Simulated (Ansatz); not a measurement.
# Run times for AlCl (SMILES [Al][Cl])

The species is AlCl (2 atoms), meant as a singlet with charge 0. As SMILES, `[Al][Cl]`. Geometry: the measured bond length. The run starts from this shape.

```xyz
2

Al    0.0000    0.0000    0.0000
Cl    0.0000    0.0000    2.1301
```

Program: Ansatz 0.2.0. Hardware: 1 thread of Intel Xeon Platinum 8488C (Sapphire Rapids), shared host, so times are rough. Ansatz fits the integrals of SCF and DFT runs by default. Its times include its search for lower SCF states.

**Question.** Estimate their order by wall time, quickest first.
A. an optimisation at r2SCAN/def2-TZVP
B. an optimisation at CCSD(T)/cc-pVTZ, 10 core orbitals frozen
C. an optimisation at HF/STO-3G
D. an optimisation at HF/6-31G* (Cartesian functions)

**Answer.** C (0.48 s), D (1.3 s), A (4.8 s), B (24 s).
